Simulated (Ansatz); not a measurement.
Bulk modulus of trigonal Te: levels of theory against measurement

Reference value: 19 GPa (measured, temperature not stated, no zero-point or thermal correction; as tabulated in Yi et al. (2018), arXiv:1712.00894).

| level (code) | value (GPa) | cell (Å³/atom) | difference (%) |
|---|---|---|---|
| LDA (Ansatz) | 37.3 | 31.29 | +96 |
| BLYP (Ansatz) | 2.02 | 46.46 | -89 |
| PBE (Ansatz) | 17.3 | 35.10 | -8.9 |
| PBE+SOC (Ansatz) | 16.7 | 35.32 | -12.1 |
| PBEsol+SOC (Ansatz) | 32.0 | 32.16 | +68 |
| PBE-D3(BJ) (Ansatz) | 33.0 | 32.08 | +74 |
| PBE-D4 (Ansatz) | 33.9 | 32.02 | +78 |
| PBEsol-D3(BJ) (Ansatz) | 43.5 | 30.19 | +129 |
| r²SCAN (Ansatz) | 12.3 | 36.40 | -35 |
| r²SCAN+SOC (Ansatz) | 12.3 | 36.51 | -35 |
| r²SCAN-D4 (Ansatz) | 16.9 | 34.85 | -11.1 |
| r²SCAN+rVV10 (Ansatz) | 20.3 | 34.31 | +6.8 |

The reference's temperature isn't stated, so close values are not ranked against it. Off by more than 20 %, or 28 % on the side where a correction would as a rule narrow the miss (bounds picked here): PBEsol-D3(BJ) (+129 %), LDA (+96 %), BLYP (-89 %), PBE-D4 (+78 %), PBE-D3(BJ) (+74 %), PBEsol+SOC (+68 %), r²SCAN+SOC (-35 %), r²SCAN (-35 %).

The measured value isn't corrected to a static lattice, so vibrations enter the comparison. A static lattice is as a rule stiffer than a warm one, by over a tenth in soft solids.  LDA: LDA has no dispersion term either, though it tends to give short spacings of layers, chains or molecules. BLYP, r²SCAN, r²SCAN+SOC: for a layered or molecular solid the relaxed cell lies over 5 % above the published volume, where the minimum can be shallow. BLYP, PBE, PBE+SOC, PBEsol+SOC, r²SCAN, r²SCAN+SOC: the cell comes from a level without a dispersion term, which matters for the spacing of layers, chains or molecules. Each level is taken at its own relaxed cell. Cutoffs differ between the levels. Ansatz's density-functional and Hartree–Fock values are scalar-relativistic unless marked +SOC, with PAW data made under PBE.

Differences are worked out from the printed values.

Ansatz is a program for electronic structure.
